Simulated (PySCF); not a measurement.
BH₆P.
Atom-mapped SMILES: `[BH3-:1][PH3+:2]` (hydrogens: H3, H4, H5 on B1; H6, H7, H8 on P2)

The closed-shell ground state was solved at several levels (PySCF, density fitting, gas phase, non-relativistic). Isolated species at its PBE0-D3(BJ)/def2-SVP geometry, gas phase.

```
           level  basis functions  total energy (Eh)  HOMO (eV)  LUMO (eV)  gap (eV)  dipole (D)
    PBE0/cc-pVDZ               62          -369.6036      -8.43       0.71      9.14        4.19
   PBE0/IGLO-III              139          -369.6316      -8.59       0.16      8.75        4.07
PBE0/aug-cc-pVDZ              104          -369.6068      -8.53      -0.50      8.03        4.05
   PBE0/pcSseg-0               34          -369.1171      -8.51       0.66      9.17        4.87
```

(1) Estimate the row for PBE0/cc-pVTZ, a basis of 148 functions; the other rows only guide the guess.

(2) Over all these levels, which gives the widest orbital gap and which the narrowest?

(3) How much does the basis alone move the frontier levels among the 5 PBE0 rows (the withheld one included)?

(4) How far do the dipole and the HOMO energy spread over the levels?

Answers

(1) Total energy -369.6318 Eh, HOMO -8.57 eV, LUMO 0.40 eV, gap 8.97 eV, dipole 4.05 D.

(2) PBE0/pcSseg-0 has the widest, 9.17 eV, and PBE0/aug-cc-pVDZ the narrowest, 8.03 eV. From the narrowest to the widest the HOMO moves by +0.02 eV and the LUMO by +1.16 eV.

(3) The HOMO by 0.16 eV and the LUMO by 1.21 eV. By rising basis size (HOMO, LUMO in eV): pcSseg-0 -8.51, 0.66; cc-pVDZ -8.43, 0.71; aug-cc-pVDZ -8.53, -0.50; IGLO-III -8.59, 0.16; cc-pVTZ -8.57, 0.40.

(4) The dipole runs from 4.05 to 4.87 D (mean 4.25 D) and the HOMO from -8.59 to -8.43 eV.
